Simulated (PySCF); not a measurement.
Compound: fluorocyclopentane, C5H9F.
Numbering: `[F:1][CH:2]1[CH2:3][CH2:4][CH2:5][CH2:6]1`

Cartesian coordinates in Å at the GFN2-xTB level; atoms count from 1:
```xyz
15
C5H9F angstrom
F      1.0551   -1.7741   -1.0137
C      0.7566   -1.0106    0.1024
C      1.1950    0.4431   -0.1332
C     -0.0576    1.2947    0.0919
C     -1.2023    0.3569   -0.2824
C     -0.7596   -0.9754    0.3196
H      1.2898   -1.4952    0.9269
H      2.0173    0.7327    0.5187
H      1.5319    0.5308   -1.1666
H     -0.0466    2.2052   -0.5046
H     -0.1386    1.5735    1.1439
H     -1.2708    0.2697   -1.3674
H     -2.1647    0.6884    0.1035
H     -1.2355   -1.8348   -0.1493
H     -0.9744   -0.9969    1.3883
```

NICS = −σ at a ghost point: NICS(0) at the centroid of the ring atoms, NICS(1) 1 Å to either side along the normal of their mean plane, zz for the tensor component along that normal. Level: GIAO PBE0/pcSseg-1 (PySCF, non-relativistic, gas phase) on the GFN2-xTB geometry, one conformer.

Ring bond lengths (Å), with Mayer bond orders in brackets: C2–C3 1.537 (1.01), C3–C4 1.531 (1.04), C4–C5 1.526 (1.03), C5–C6 1.528 (1.02), C6–C2 1.532 (1.02).

Problem. What do the NICS probes read (ppm)?

Solution. 
| ring | type | NICS(0) | NICS(1), two faces | NICS(1)zz, two faces | rms pucker (Å) | centre to ring atoms, mean (Å) |
| --- | --- | --- | --- | --- | --- | --- |
| C2–C3–C4–C5–C6 | 5-membered carbocycle; formal bonds all single | -4.7 | -3.1 / -4.8 | -2.2 / -5.6 | 0.18 | 1.28 |

Problem. What can be read from them?

Solution. 
- C2–C3–C4–C5–C6: mean NICS(1)zz -3.9 ppm, shielded. C2, C3, C4, C5, C6 have four or more neighbours, so the value isn't read as a sign of a π ring current. The two faces differ by 3.4 ppm, so no symmetry operation interchanges them.

Problem. Give the inner angles of the rings and the Hirshfeld charges of the ring atoms.

Solution. 
- C2–C3–C4–C5–C6: C2 106.4° (+0.068 e), C3 105.7° (-0.079 e), C4 103.6° (-0.069 e), C5 102.8° (-0.071 e), C6 104.5° (-0.080 e); sum 523.1° against 540° for a flat convex ring.

Problem. What are the shieldings of the ring atoms and their hydrogens in the same run (means over atoms taken as equivalent)?

Solution. 
```csv
atoms,environment,σ isotropic (ppm),"principal values of the symmetric part, first atom (ppm)"
C2,sp3 C–F carbon,88.7,"51.1, 80.8, 134.0"
C3 (×2),ring CH2 carbon,148.3,"122.1, 152.2, 172.5"
C4 (×2),ring CH2 carbon,157.6,"129.9, 164.9, 175.2"
H7,methine hydrogen,26.40,"23.3, 26.0, 29.9"
H8 (×2),methylene hydrogen,29.78,"25.0, 27.7, 35.5"
H9 (×2),methylene hydrogen,29.70,"25.5, 28.4, 35.6"
H10 (×2),methylene hydrogen,29.89,"25.2, 27.1, 37.1"
H11 (×2),methylene hydrogen,30.26,"25.7, 28.3, 37.4"
```

On an Arm Neoverse V2 with one thread, shared host, this took 15 s. This is the whole shielding run at PBE0/pcSseg-1, SCF included.
